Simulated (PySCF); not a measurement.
**Threshold energies of PO in a plasma**

CCSD(T) in PySCF with def2-TZVPPD on every atom, for the lowest determinant that a PBE0 search found; no spin–orbit coupling.

```json
{"species": "PO", "state (unpaired electrons)": "doublet (π ↑)", "Re (Å)": "1.489", "ωe (cm⁻¹)": "1220", "energy of the minimum from the neutral (eV)": "0.00", "De (eV)": "5.79", "dissociates to": "P + O"}
{"species": "PO⁺", "state (unpaired electrons)": "singlet (closed shell)", "Re (Å)": "1.437", "ωe (cm⁻¹)": "1391", "energy of the minimum from the neutral (eV)": "8.29", "De (eV)": "7.97", "dissociates to": "P⁺ + O"}
```

**Question.** Work out the lowest energy to break PO into atoms, from its vibrational ground state.

**Answer.** D0 = De − ωe/2 = 5.79 − 0.08 = 5.71 eV (CCSD(T)/def2-TZVPPD).

**Question.** Work out the ionisation energy of the P atom at this level and the threshold of dissociative ionisation.

**Answer.** IE(P) = 8.29 + 7.97 − 5.79 = 10.47 eV, so P⁺ + O + e⁻ appears at D0 + IE(P) = 16.18 eV (CCSD(T)/def2-TZVPPD). The measured IE(P) is 10.487 eV (NIST ASD).

These are thermodynamic thresholds; the onsets seen under electron impact lie higher where the geometry changes, and cross-sections peak well above them.

Correlated steps freeze 6 core orbitals. For an ion De counts to the pair picked by the measured ionisation energies or electron affinities, which need not be the lowest pair at this level. Where the molecule has an RHF reference, its open-shell atoms are computed with UHF. The CCSD T1 diagnostic is raised in PO⁺, a sign that a single reference may not be enough there. States were picked by a PBE0 search and need not be the measured ground states.
